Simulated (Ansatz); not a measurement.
Two shapes of singlet H2O.

Shape 1:

```xyz
3

O     0.0000    0.0000   -0.1101
H     0.0000    0.6938    0.4404
H     0.0000   -0.6938    0.4404
```

Shape 2:

```xyz
3

O     0.0000    0.0000   -0.1292
H     0.0000    0.8145    0.5169
H     0.0000   -0.8145    0.5169
```

Basis set: def2-TZVP (spherical functions). Left uncorrelated: 1 orbital. Charge 0, multiplicity 1.

Computed with Ansatz (development build ahead of 0.2.0); each method stands on the lowest determinant of its kind that the runs found.

Task: Which shape is lower in energy, and by how much in each method?

Result:

```
 method  E(2) − E(1) (eV)
    RHF             0.220
RHF-MP2            -0.115
```

The methods disagree on the order.
